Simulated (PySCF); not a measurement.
## Ionisation and electron attachment of glyoxal

Molecule: glyoxal, `O=CC=O` (C2H2O2). Atom numbers as in the mapped SMILES `[O:1]=[CH:2][CH:3]=[O:4]`.

Computed at ωB97X-D3(BJ)/ma-def2-TZVP // PBE0-D3(BJ)/ma-def2-SVP with PySCF (density fitting, grid level 2). The prefix ma- adds one diffuse s and one diffuse p function on all atoms but H. ωB97X-D3(BJ) is ωB97X-V with D3(BJ) in place of VV10. Zero-point and thermal terms (298.15 K, 1 bar) come from unscaled PBE0-D3(BJ)/ma-def2-SVP harmonic frequencies, with soft modes damped to free rotors in the entropy.

Frontier levels of the parent: HOMO -10.43 eV, LUMO -0.86 eV.

Vertical ionisation energy to the radical cation: 10.74 eV. The product does not keep its bonds on relaxation, so no adiabatic value is given.

Reduction to the radical anion:
- Vertical electron affinity (electronic): 0.79 eV
- Adiabatic electron affinity (with zero-point energy): 1.28 eV
- Adiabatic, electronic part: 1.24 eV
- Vertical gap at the product's structure: 1.69 eV
- Inner reorganisation energy (four-point): 899 meV
- Relaxation of product / of parent: 448 / 451 meV
- ⟨S²⟩ of the product: 0.763
- Largest spin populations: O1 0.32, O4 0.32, C2 0.19, C3 0.19
- Largest changes of atomic charge: O1 -0.26, O4 -0.26, C2 -0.16, C3 -0.16
- Distances that move most (Å): C2–C3 1.522 → 1.429; O1–C2 1.200 → 1.260; C3–O4 1.200 → 1.260; C2–H 1.117 → 1.123
- Potential in DMSO: 3.66 V absolute, -0.87 V against Fc+/Fc computed at 4.53 V (solvation -24 → -252 kJ/mol)

Solvents are IEF-PCM continua (electrostatics only, gas-phase structures); absolute potentials refer to an electron at rest in vacuum. Fc+/Fc in DMSO, 4.53 V, is ωB97X-D3(BJ)/ma-def2-TZVP on PBE0-D3(BJ)/def2-SVP structures with GFN2-xTB thermal terms. Benchmark calculations put it near 5.0 V in acetonitrile and DMSO, so it is about 0.5 V low, and the value against it can read up to that much too high.

Measured values (NIST Chemistry WebBook, evaluated or the median of agreeing entries): vertical ionisation energy 10.60 eV (computed 10.74, difference 0.14).

Hardware: 1 thread of Arm Neoverse V2, shared with other jobs. Command: `OMP_NUM_THREADS=1 python redox_run.py task.json out`. Structures, frequencies and single points: 4 min.
